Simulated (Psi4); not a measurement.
Reaction (SMILES): N#C (CH-N) + 3 [H][H] (H2) → C (CH4) + N (NH3)
B3LYP-D3(BJ)/def2-TZVP geometries, fixed; electronic energies without zero-point terms.

Basis-set convergence of the energy of full hydrogenation at PBE with Psi4. Cartesian d functions, on some or all atoms, in 6-31+G*; all else is spherical. Density fitting with the program's default auxiliary sets. Psi4's default fitting sets serve the pcseg sets less well. No added dispersion term, no relativity. Functions are those of the species that has most. Reference: the value in aug-cc-pVQZ, -82.15 kcal/mol, itself unsure by roughly 0.59 kcal/mol (its mean distance from def2-QZVPPD, def2-QZVPP, cc-pVQZ). Deviations are taken from unrounded values.

```json
[
 {"basis": "3-21G", "functions": "20", "energy of full hydrogenation (kcal/mol)": "-72.01", "minus reference (kcal/mol)": "10.14"},
 {"basis": "6-31G", "functions": "20", "energy of full hydrogenation (kcal/mol)": "-78.97", "minus reference (kcal/mol)": "3.18"},
 {"basis": "def2-SV(P)", "functions": "30", "energy of full hydrogenation (kcal/mol)": "-71.12", "minus reference (kcal/mol)": "11.04"},
 {"basis": "6-31+G*", "functions": "40", "energy of full hydrogenation (kcal/mol)": "-80.56", "minus reference (kcal/mol)": "1.59"},
 {"basis": "aug-pcseg-1", "functions": "59", "energy of full hydrogenation (kcal/mol)": "-82.95", "minus reference (kcal/mol)": "-0.79"},
 {"basis": "pcseg-2", "functions": "86", "energy of full hydrogenation (kcal/mol)": "-81.85", "minus reference (kcal/mol)": "0.30"},
 {"basis": "cc-pVQZ", "functions": "175", "energy of full hydrogenation (kcal/mol)": "-81.04", "minus reference (kcal/mol)": "1.11"},
 {"basis": "def2-QZVPPD", "functions": "195", "energy of full hydrogenation (kcal/mol)": "-81.97", "minus reference (kcal/mol)": "0.18"},
 {"basis": "aug-pcseg-3", "functions": "281", "energy of full hydrogenation (kcal/mol)": "-82.05", "minus reference (kcal/mol)": "0.11"}
]
```
